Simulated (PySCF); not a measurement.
Structure problem from calculated spectra and properties.

Formula: Si2H6.

* Polarisability: 61.9 au [wB97X-D/def2-SVPD]
* Dipole: 0.00 D [wB97X-D/def2-SVPD]
* 1H NMR: chemical shifts (computed TMS as zero) by class: 3.50 (6 H) ppm [GIAO B3LYP/pcSseg-1]
* UV, strongest line: among the 10 lowest singlet transitions: S4 at 8.11 eV (153 nm, f = 0.571) [TDDFT wB97X-D/def2-SVPD]
* NMR, other nuclei: isotropic shieldings of nuclei other than C and H, by class: 445 (2 Si) ppm [GIAO B3LYP/pcSseg-1]
* UV, first state: lowest singlet excitation: 7.56 eV (164 nm, f = 0.048 summed over 2 states within 0.01 eV) [TDDFT wB97X-D/def2-SVPD]
* XPS: Si2p3/2 106.7 (×2), Si1s 1846.4 (×2) eV [ΔSCF SCAN, pcX-2 on the ionised atom, pcseg-1 elsewhere, spin-free X2C, 2p3/2 from a spin–orbit splitting computed afterwards within the 2p shell]
* Triplet: lowest triplet excitation (Tamm–Dancoff): 6.67 eV [TDA wB97X-D/def2-SVPD]
* Rotational structure: rotational constants A, B, C: 42.415, 5.047, 5.046 GHz [PBE0-D3(BJ)/def2-SVP]

The electronic properties come from PySCF, for the isolated species, density fitting. Levels stand in brackets. Geometry: PBE0-D3(BJ)/def2-SVP; no solvent, vibrations or thermal averaging. Each NMR value is the plain mean over a class of atoms that symmetry, rotation or inversion makes alike.

Question: Give a SMILES that accounts for the data.

Answer: All hydrogens form one class (3.50 ppm): hydrogen on silicon. The other shieldings belong to: 445 ppm, silicon bonded to Si and 3 H. The core levels belong to: Si2p3/2 106.7 eV, silicon bonded to Si and 3 H; Si1s 1846.4 eV, silicon bonded to Si and 3 H. By its constants the optimised geometry is a nearly prolate symmetric top. Structure: `[H][Si]([H])([H])[SiH3]` (Si(SiH3)H3).
